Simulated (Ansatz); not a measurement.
For hcp Y, LDA in Ansatz (PAW) gives:

| Item | Result |
|---|---|
| equilibrium lattice constant a | 3.541 Å |
| c axis length | 5.514 Å |
| bulk modulus B0 | 44.2 GPa |
| cohesive energy | 4.92 eV/atom |
| elastic constant C11 | 75.2 GPa |
| elastic constant C44 | 25.9 GPa |
| Voigt–Reuss–Hill shear modulus | 26.1 GPa |

What does r²SCAN (Ansatz, an electronic-structure program, plane waves, PAW) give for the same quantities?


- lattice constant a: 3.683 Å (grows by 4.0 %)
- lattice parameter c: 5.699 Å (goes up by 3.4 %)
- bulk modulus: 40.6 GPa (falls by 8.1 %)
- cohesive energy: 4.08 eV/atom (shrinks by 0.84 eV/atom)
- elastic constant C11: 76.9 GPa (rises by 2.3 %)
- elastic constant C44: 23.3 GPa (decreases by 10 %)
- Voigt–Reuss–Hill shear modulus: 24.7 GPa (falls by 5.4 %)

For comparison: lattice constant a 3.648 Å (measured, 293 K, no zero-point or thermal correction; as tabulated in Wikipedia's data pages); lattice parameter c 5.732 Å (measured, 293 K, not corrected to a static lattice; as tabulated in Wikipedia's data pages); bulk modulus 41.7 GPa (measured, zero-point energy and finite temperature contributions removed, our sources range from 37.3 to 41.7; as tabulated in doi:10.1021/acs.jctc.3c00612); cohesive energy 4.42 eV/atom (measured, finite-temperature (and zero-point) corrections as in the cited sets; as tabulated in Jana et al. (2018), arXiv:1807.00350); elastic constant C11 83.4 ± 0.2 GPa (measured, 0 K, extrapolated to 0 K; as tabulated in Elastic Constants of Yttrium Single Crystals in the Temperature Range 4.2-400 K); elastic constant C44 26.9 ± 0.06 GPa (measured, 0 K, extrapolated to 0 K; as tabulated in Elastic Constants of Yttrium Single Crystals in the Temperature Range 4.2-400 K).

Changes are worked out from the printed values.

Unless a cell is named, each level is at its own relaxed cell (LDA 29.94, r²SCAN 33.48 Å³/atom).

The crystal itself was run without spin with r²SCAN; a magnetic state was not tried in these runs.

Ansatz's density-functional and Hartree–Fock values are scalar-relativistic unless marked +SOC, with PAW data made under PBE.
